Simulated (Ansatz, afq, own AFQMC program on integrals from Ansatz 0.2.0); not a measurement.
# Where AFQMC and coupled cluster stand for O$_{2}$⁺, quartet

```yaml
atoms:
  - { symbol: O, position_ang: [0.0000, 0.0000, 0.0000] }
  - { symbol: O, position_ang: [0.0000, 0.0000, 1.0840] }
```

Basis 6-31G. Noble-gas cores (and the filled d shells of Ga–Kr and In–Xe) are frozen. Integrals, coupled cluster, full CI and functionals: Ansatz 0.2.0; the random walks run on the same integrals in our own AFQMC program. The CISD trial takes its coefficients from CCSD amplitudes. Released means that phaseless walkers are propagated on without the constraint, phases kept. Uncertainties: one standard error, sampling alone.

Determinant: UHF, the one that the program's search chose, which needn't be the lowest solution. The geometry is a point of a scan.

Full CI on the same integrals is exact in this basis and with this determinant's frozen core.

Cautions: lower spins were not checked; the released energies are still falling, so no released level is given (meV from the phaseless value at times in 1/Eh: -3.8 ± 1.3 at 0.24, -8.0 ± 1.2 at 0.51, -10.7 ± 1.2 at 0.99, -12.7 ± 1.4 at 1.62, -14.1 ± 1.9 at 2.40), though the last usable value meets full CI within the noise.

```
T1 diagnostic                               : 0.0083
weight of the determinant in the CISD state : 0.951
⟨S²⟩ of the determinant                     : 3.771
size of the correlated space                : 11 electrons in 16 orbitals
```

Reference: full CI, correlation energy -4.169 eV.

| level | E − E(reference) (kJ/mol) | share of correlation (%) |
| --- | --- | --- |
| HF | 402.2 | 0.00 |
| MP2 | 46.9 | 88.35 |
| CCSD | 6.9 | 98.29 |
| CCSD(T) | 1.9 | 99.53 |
| CCSDT | 1.1 | 99.72 |
| CCSDT(Q) | 0.1 | 99.97 |
| CCSDTQ | 0.0 | 99.99 |
| ph-AFQMC/CISD | 1.3 ± 0.2 | 99.68 |

CCSDT and higher add their correlation energy to the determinant of the CCSD(T) run, since their own runs factorise the integrals more tightly (a shift of under 2 meV). A walk keeps the symmetry of its determinant, which the program's search chose and which needn't be the lowest solution, so a lower state of the same spin and another symmetry isn't excluded.
